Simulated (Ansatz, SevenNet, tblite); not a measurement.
How well does each level of theory give the lattice constant a of CsCl-type TlCl?

Reference value: 3.842 Å (measured, temperature not stated, no zero-point or thermal correction; as tabulated in Wikipedia's data pages).

**Question.** What do GFN1-xTB, SevenNet-l3i5, LDA, PBE, rVV10 give, and how far is each from the reference?

**Answer.** 
```
level (code)              value (Å)  difference (%)
------------------------  ---------  --------------
GFN1-xTB (tblite)             3.728           -2.97
SevenNet-l3i5 (SevenNet)      3.892           +1.30
LDA (Ansatz)                  3.694           -3.85
PBE (Ansatz)                  3.900           +1.51
rVV10 (Ansatz)                3.840           -0.05
```

The reference's temperature isn't stated, so close values are not ranked against it. Off by more than 1.25 % (a bound picked here): GFN1-xTB (-2.97 %), SevenNet-l3i5 (+1.30 %), LDA (-3.85 %), PBE (+1.51 %).

The measured value isn't corrected to a static lattice, so vibrations enter the comparison. A static lattice is as a rule a little smaller than the measured one.  Density-functional levels without +SOC have no spin–orbit coupling. GFN1-xTB: the method was fitted mainly to molecules. GFN1-xTB: the run uses a supercell at the zone centre in place of a k mesh. Cutoffs and k meshes differ between the levels. Ansatz's density-functional and Hartree–Fock values are scalar-relativistic unless marked +SOC, with PAW data made under PBE.

Machine-learned potentials (SevenNet-l3i5) are trained on DFT data, which may include these solids.

Differences are worked out from the printed values.

Ansatz is a first-principles code.
